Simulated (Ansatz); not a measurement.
# CH2, singlet: reading a ladder of total energies

Geometry: a point of a bend scan, not a stationary point.

```xyz
3

C     0.0000   -0.0328    0.0000
H     0.0000    0.1956   -1.0888
H     0.0000    0.1956    1.0888
```

Basis cc-pVDZ; Ansatz 0.2.0. Correlated methods freeze the noble-gas cores, which leaves 6 electrons in 23 orbitals. R marks a restricted (for open shells ROHF) determinant.

Full CI is exact within this basis and frozen core; it isn't the basis-set limit.

Runs differ by some tens of microhartree through their thresholds, so steps under 0.03 kcal/mol mean nothing.

```
     level  total energy (hartree)
       RHF              -38.833557
      RMP2              -38.943305
     RCCSD              -38.971993
  RCCSD(T)              -38.976855
   RCCSDT*              -38.980416
RCCSDT(Q)*              -38.980985
  RCCSDTQ*              -38.980985
   full CI              -38.981002
```

Question: What is the correlation energy at full CI, and what share of it do RMP2 and RCCSD(T) recover?

Answer: E(corr) = -38.981002 − (-38.833557) = -0.147445 hartree = -4.012 eV. RMP2: -0.109748 / -0.147445 = 74.43 %. RCCSD(T): -0.143298 / -0.147445 = 97.19 %.

Question: By how many kcal/mol does RCCSD(T) miss full CI (1 hartree = 627.509 kcal/mol), and which steps make up the rest?

Answer: -38.976855 − (-38.981002) = 0.004147 hartree = 2.60 kcal/mol. Steps: RCCSDT − RCCSD(T) = -2.23, RCCSDT(Q) − RCCSDT = -0.36, RCCSDTQ − RCCSDT(Q) = 0.00, full CI − RCCSDTQ = -0.01 kcal/mol. With more than one leading determinant such errors change with state and geometry, and needn't cancel in differences.

An asterisk marks runs whose energy the program itself flagged as in doubt.
